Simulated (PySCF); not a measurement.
# Mayer bond orders and bond lengths

2-chloroethanol, C2H5ClO.
Atom-mapped SMILES: `[OH:1][CH2:2][CH2:3][Cl:4]` (hydrogens: H5 on O1; H6, H7 on C2; H8, H9 on C3)

Cartesian coordinates in Å at the PBE0-D3(BJ)/def2-SVP level; atoms count from 1:
```
atom  x, y, z in Å
O1    -1.265   -0.947    0.237
C2     0.097   -0.729    0.042
C3     0.403    0.690   -0.383
Cl4   -0.124    1.838    0.894
H5    -1.565   -0.278    0.867
H6     0.430   -1.406   -0.763
H7     0.698   -0.973    0.941
H8     1.478    0.848   -0.544
H9    -0.151    0.957   -1.293
```

Bond orders from the PBE0/pcSseg-1 density (PySCF). One conformer (not necessarily the lowest) at the PBE0-D3(BJ)/def2-SVP geometry, without solvent, vibrations or thermal averaging.

Task: How far do the computed orders between heavy atoms stray from the drawn ones?

Result: The largest departure is 0.047, at C3–Cl4 (drawn single, 0.953).

Task: Give the Mayer order of every bond, beside its length.

Result: 
| bond | drawn as | length (Å) | Mayer order |
| --- | --- | --- | --- |
| O1–C2 | single | 1.392 | 0.979 |
| C2–C3 | single | 1.512 | 1.016 |
| C3–Cl4 | single | 1.797 | 0.953 |
| O1–H5 | single | 0.966 | 0.941 |
| C2–H6 | single | 1.103 | 0.939 |
| C2–H7 | single | 1.109 | 0.938 |
| C3–H8 | single | 1.099 | 0.934 |
| C3–H9 | single | 1.098 | 0.930 |

Task: Sum the orders of all bonds at each heavy atom with more than one neighbour and set the sums beside the valence in the SMILES.

Result: O1 1.920 (drawn 2), C2 3.872 (drawn 4), C3 3.833 (drawn 4). Orders between atoms that aren't bonded are not in these sums.

The Mayer order sums products of elements of PS (density times overlap matrix) between the two atoms' basis functions, so it depends on the basis set.
